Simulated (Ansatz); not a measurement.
We consider 2H MoS₂, described by PBEsol (Ansatz, an electronic-structure program, PAW).

Settings: plane-wave cutoff 500 eV, 12×12×4 k mesh (along the axes of the cell as run), gaussian smearing 0.02 eV, scalar-relativistic PAW data made under PBE.

Computed at the level's own relaxed cell.

Question: Give the computed volume per atom, equilibrium lattice constant a and lattice parameter c.

Answer: 
* **volume per atom**: 17.92 Å³/atom
* **equilibrium lattice constant a**: 3.141 Å
* **lattice parameter c**: 12.579 Å

Measured, for comparison: lattice constant a 3.16 Å, lattice parameter c 12.294 Å (300 K, no zero-point or thermal correction; as tabulated in arXiv:1605.07067). Computed (rounded) less measured: lattice constant a -0.6 %, lattice parameter c +2.3 %. A static lattice is as a rule a little smaller and stiffer than an uncorrected measurement, which narrows the difference in the lattice constant a and would widen misses of the other sign.

Note: the cell comes from a level without a dispersion term, which matters for the spacing of layers, chains or molecules; the cell has widely spaced layers and the level no dispersion term, so their spacing and the moduli can rest on weak binding.

Computed values are for the static lattice.

Computing time: about 80 core-seconds (a rough figure).
